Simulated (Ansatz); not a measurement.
Write a Python script for the Ansatz DFT code, driven from Python that makes a ranking of conformers of C6H10, SMILES C=C[C@@H]1C[C@H]1C. Settings (for the species named): B3LYP, cc-pVDZ basis, multiplicity 1.

The script, `conformers_c6h10.py`:
```python
"""Rank force-field conformers of C6H10 by single points."""

from dataclasses import dataclass

import ansatz as az
from rdkit import Chem
from rdkit.Chem import AllChem


@dataclass
class Options:
    basis_set: str = "cc-pVDZ"
    xc: str = "B3LYP"


cfg = Options()

rd = Chem.AddHs(Chem.MolFromSmiles("C=C[C@@H]1C[C@H]1C"))
ids = list(AllChem.EmbedMultipleConfs(rd, numConfs=20, randomSeed=459, pruneRmsThresh=0.4))
field = [energy for _, energy in AllChem.MMFFOptimizeMoleculeConfs(rd)]
distinct = {round(e, 2): i for i, e in zip(ids, field)}
chosen = sorted(distinct.items())[:3]
found = []
for force_field, index in chosen:
    molecule = az.Crystal.molecule()
    for atom, xyz in zip(rd.GetAtoms(), rd.GetConformer(index).GetPositions()):
        molecule = molecule.atom(atom.GetSymbol(), xyz.round(5).tolist())
    setup = molecule.calculation()
    setup = setup.basis(gaussian=cfg.basis_set)
    setup = setup.functional(cfg.xc)
    setup = setup.scf(lower_state_search="standard")
    found.append(setup.run().report["free_energy_ev"])
print("conformer   MMFF (kcal/mol)   this level (eV)")
for (force_field, index), e in zip(chosen, found):
    print(f"{index:9d} {force_field - chosen[0][0]:17.2f} {(e - min(found)):17.3f}")
```

```console
$ python conformers_c6h10.py
conformer   MMFF (kcal/mol)   this level (eV)
        2              0.00             0.000
        0              0.03             0.001
```

What to keep in mind:
- These settings explore the input space; basis and method may be short of convergence.
- The conformers keep their force-field geometries.
- b3lyp holds the VWN-RPA fit, as in Gaussian; the form of ORCA and Turbomole is b3lyp5.
- It ran for 11 s on 1 thread of Intel(R) Xeon(R) Platinum 8375C CPU @ 2.90GHz (Ice Lake), on a shared host, peak memory 0.4 GiB.

(Lines on the test bed's own set-up are left out of the output.)
